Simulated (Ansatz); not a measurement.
**Scan of [NH$_{2}$···H···H], doublet**

Starting geometry:

```xyz
5

N    -0.1364   -0.0316   -0.0492
H    -0.4337    0.9362   -0.0492
H    -0.4337   -0.4339    0.8311
H     0.8761   -0.0316   -0.0492
H     1.8866   -0.0316   -0.0492
```

From there H4 is moved from one fragment to the other while all else, the fragments' distance too, stays fixed; atoms are numbered as listed. Energies are in eV, counted from the starting geometry at the same level.

Basis 6-31G; Ansatz 0.2.0. Only valence electrons are correlated (noble-gas cores frozen). Prefix R: restricted or restricted open-shell reference; prefix U: unrestricted.

Full CI is exact within this basis and frozen core; it isn't the basis-set limit. The frozen core follows each run's orbitals, which can shift R against U totals by a few meV.

```
distance N1-H4 (Å)    UHF
             0.942  0.059
             1.012  0.000
             1.050  0.042
             1.088  0.106
             1.126  0.173
             1.164  0.226
             1.202  0.258
             1.240  0.272
             1.278  0.280
```

**Question.** Estimate the full CI curve in 6-31G from this one, knowing how UHF errs.

**Answer.** The computed full CI values, in eV from the starting point, and the error of UHF against them:
| distance N1-H4 (Å) | full CI | UHF less full CI |
| --- | --- | --- |
| 0.942 | 0.148 | -0.089 |
| 1.012 | 0.000 | 0.000 |
| 1.050 | -0.001 | 0.043 |
| 1.088 | 0.029 | 0.077 |
| 1.126 | 0.074 | 0.099 |
| 1.164 | 0.123 | 0.103 |
| 1.202 | 0.172 | 0.087 |
| 1.240 | 0.220 | 0.052 |
| 1.278 | 0.274 | 0.006 |

The error spans 0.192 eV and is largest, 0.103 eV, at 1.164 Å.
